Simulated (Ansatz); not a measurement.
`PBS` + `N[SiH3]` → `[SiH3]NP` + `BS` at 500 K and 1 bar (cleavage of the P–B bond).

Computed with Ansatz on PBE0-D4/def2-TZVP structures; ΔE is electronic, products minus reactants. CCSD(T)/CBS adds triple-zeta CCSD(T) − MP2 to the extrapolated MP2 energy (def2 sets, frozen cores). This one scheme is used for every species. Each species was taken in one conformer, which may not be the lowest.

```json
{"species": "`PBS`", "CCSD(T)/CBS energy (Eh)": "-765.92930", "H − E (kJ/mol)": "139.4", "S (J/(mol·K))": "340.4"}
{"species": "`N[SiH3]`", "CCSD(T)/CBS energy (Eh)": "-346.80422", "H − E (kJ/mol)": "161.3", "S (J/(mol·K))": "303.9"}
{"species": "`[SiH3]NP`", "CCSD(T)/CBS energy (Eh)": "-688.33766", "H − E (kJ/mol)": "194.3", "S (J/(mol·K))": "369.3"}
{"species": "`BS`", "CCSD(T)/CBS energy (Eh)": "-424.38198", "H − E (kJ/mol)": "102.0", "S (J/(mol·K))": "273.9"}
```

H − E and S are ideal-gas, rigid-rotor, harmonic terms from PBE0-D4/def2-TZVP, for one conformer and one mirror image of each species. 1 Eh = 2625.50 kJ/mol, R = 8.31446 J/(mol·K).

Problem. By hand: ΔE, ΔH, ΔS and ΔG.

Solution. ΔE = (-688.33766) + (-424.38198) − (-765.92930) − (-346.80422) = 0.01388 Eh = 36.4 kJ/mol. Δ(H − E) = 194.3 + 102.0 − 139.4 − 161.3 = -4.4, so ΔH = 32.0 kJ/mol. ΔS = 369.3 + 273.9 − 340.4 − 303.9 = -1.1 J/(mol·K). ΔG = 32.0 − 500 × (-1.1)/1000 = 32.5 kJ/mol.

Problem. By hand: the equilibrium constant, and the temperature at which ΔG would vanish if ΔH and ΔS stayed fixed.

Solution. log₁₀ K = −ΔG/(RT ln 10) = -3.4. ΔH and −TΔS have one sign here, so there is no such temperature.

The number of gas molecules stays the same, so ΔS is small and ΔH decides. A doubt of 5 kJ/mol in ΔE shifts log₁₀ K by 0.5 here. Other conformers and mirror images would add mixing entropy, several J/(mol·K) or more a flexible species. These are equilibria of isolated gas molecules and say nothing of rates. Largest T1 diagnostic: 0.016 (customary marks: 0.02 for closed shells, 0.045 for open ones).

ΔS is within the doubt of such terms, so its sign, and with it that verdict, could turn.
